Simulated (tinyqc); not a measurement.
RHF in the sto-3g basis, for H2O, spin multiplicity 1, step by step. One step of it, computed by the program tinyqc.

Question. Orthogonalisation. S = U s U^T; symmetric (Loewdin) form X = U s^(-1/2) U^T, so that X^T S X = 1.

overlap S:
```
           1O 1s     1O 2s    1O 2px     1O 2py    1O 2pz     2H 1s      3H 1s
1O 1s   1.000000  0.236704  0.000000   0.000000  0.000000  0.044156   0.046454
1O 2s   0.236704  1.000000  0.000000   0.000000  0.000000  0.421191   0.434379
1O 2px  0.000000  0.000000  1.000000   0.000000  0.000000  0.000000   0.000000
1O 2py  0.000000  0.000000  0.000000   1.000000  0.000000  0.276631  -0.282742
1O 2pz  0.000000  0.000000  0.000000   0.000000  1.000000  0.234823   0.239858
2H 1s   0.044156  0.421191  0.000000   0.276631  0.234823  1.000000   0.231371
3H 1s   0.046454  0.434379  0.000000  -0.282742  0.239858  0.231371   1.000000
```

Give: eigenvalues of S; X.

Answer.

eigenvalues of S: 0.3895  0.4729  0.8818  1.0000  1.1022  1.2964  1.8573

X:
```
          1O 1s    1O 2s  1O 2px   1O 2py   1O 2pz    2H 1s    3H 1s
1O 1s    1.0239  -0.1397  0.0000   0.0003  -0.0092   0.0200   0.0206
1O 2s   -0.1397   1.1944  0.0000  -0.0043   0.0936  -0.2463  -0.2600
1O 2px   0.0000   0.0000  1.0000   0.0000   0.0000   0.0000   0.0000
1O 2py   0.0003  -0.0043  0.0000   1.0858  -0.0020  -0.1927   0.1990
1O 2pz  -0.0092   0.0936  0.0000  -0.0020   1.0508  -0.1350  -0.1409
2H 1s    0.0200  -0.2463  0.0000  -0.1927  -0.1350   1.1599  -0.0823
3H 1s    0.0206  -0.2600  0.0000   0.1990  -0.1409  -0.0823   1.1713
```
